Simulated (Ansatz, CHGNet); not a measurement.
For rock-salt PbSe, the machine-learned potential CHGNet-r²SCAN (trained on r²SCAN data) gives:

| Property | Value |
|---|---|
| lattice parameter a | 6.182 Å |
| elastic constant C11 | 44.3 GPa |
| elastic constant C44 | 6.50 GPa |
| Voigt–Reuss–Hill shear modulus | 5.15 GPa |
| enthalpy of formation | -0.678 eV/atom |

Task: What does B3LYP (VWN-RPA form) (Ansatz, a quantum-chemistry and plane-wave program, PAW) give for the same quantities?

Result: 
- lattice constant a: 6.293 Å (rises by 1.8 %)
- elastic constant C11: 105 GPa (goes up by 140 %)
- elastic constant C44: 19.5 GPa (grows by 200 %)
- Voigt–Reuss–Hill shear modulus: 27.5 GPa (grows by 430 %)
- formation enthalpy: -0.668 eV/atom (moves by +0.010 eV/atom)

For comparison: lattice constant a 6.105 Å (measured, 120 K, not corrected to a static lattice; as tabulated in Noda, Masumoto, Ohba, Saito, Toriumi, Iwata, Shibuya, Acta Cryst. C 43, 1443 …); elastic constant C11 124 GPa (measured, temperature not stated, no zero-point or thermal correction; as tabulated in Oses et al. (2018), arXiv:1811.08464); elastic constant C44 15.9 GPa (measured, temperature not stated, not corrected to a static lattice; as tabulated in Oses et al. (2018), arXiv:1811.08464); formation enthalpy -0.518 ± 0.01 eV/atom (measured, 298 K, copied from a table, unchecked, no zero-point or thermal correction, our sources range from -0.533 to -0.518; as tabulated in Wang et al. (2021), doi:10.1038/s41598-021-94550-5).

Changes are worked out from the printed values.

Unless a cell is named, each level is at its own relaxed cell (CHGNet-r²SCAN 29.53, B3LYP (VWN-RPA form) 31.15 Å³/atom).

Levels without +SOC leave out spin–orbit coupling, which shifts energies and cells of such heavy elements.

Caveats: an element that serves as reference has a cell well above its measured volume (B3LYP (VWN-RPA form)). Ansatz's density-functional and Hartree–Fock values are scalar-relativistic unless marked +SOC, with PAW data made under PBE.
